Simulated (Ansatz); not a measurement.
Frontier orbitals of `NP(O)S`.

The species carries charge 0 and has multiplicity 1. The geometry is a stationary point of PBE0-D4/def2-TZVP. It is one conformer, not always the lowest. Basis def2-TZVPP, Ansatz 0.2.0.

Orbital energies of one run (eV). Highest occupied ones, from the top: -5.35, -6.19, -6.67, -7.63, -8.99, -9.87, -10.23, -12.27, -12.73, -14.77, -18.06, -21.80, -25.47, -124.14. Empty: -0.80, -0.26, 0.14, 0.35, 1.48, 1.68.

**Question.** Which functional gave them?
A. ωB97M-V
B. BLYP
C. BHLYP
D. r2SCAN0

**Answer.** B. HOMO energies: BLYP -5.35, BHLYP -7.72, r2SCAN0 -6.80, ωB97M-V -8.79 eV.
